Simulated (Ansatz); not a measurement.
System: fcc Pt. Method: PBEsol-D3(BJ) in Ansatz (plane waves, PAW).

Settings: plane-wave cutoff 520 eV, 24×24×24 k mesh, Fermi–Dirac smearing 0.05 eV, scalar-relativistic PAW data made under PBE.

Cell (relaxed at this level):

```xyz
1
Lattice="0.0000 1.9411 1.9411 1.9411 0.0000 1.9411 1.9411 1.9411 0.0000" Properties=species:S:1:pos:R:3 pbc="T T T"
Pt     0.0000     0.0000     0.0000
```

What does this level give for the bulk modulus B0 and pressure derivative B′ of the bulk modulus?


bulk modulus B0: 315 GPa
pressure derivative B′ of the bulk modulus: 5.3

The run finds no gap.

Measured, for comparison: bulk modulus 289 GPa (corrected for temperature and zero-point phonon effects; as tabulated in Levämäki et al. (2014), arXiv:1402.3671). Computed (rounded) less measured: bulk modulus +9 %.

Spin–orbit coupling is not included.

Static lattice: no zero-point or thermal effects.

It cost roughly 60 core-seconds of CPU time.

Ansatz is a quantum-chemistry and plane-wave program.
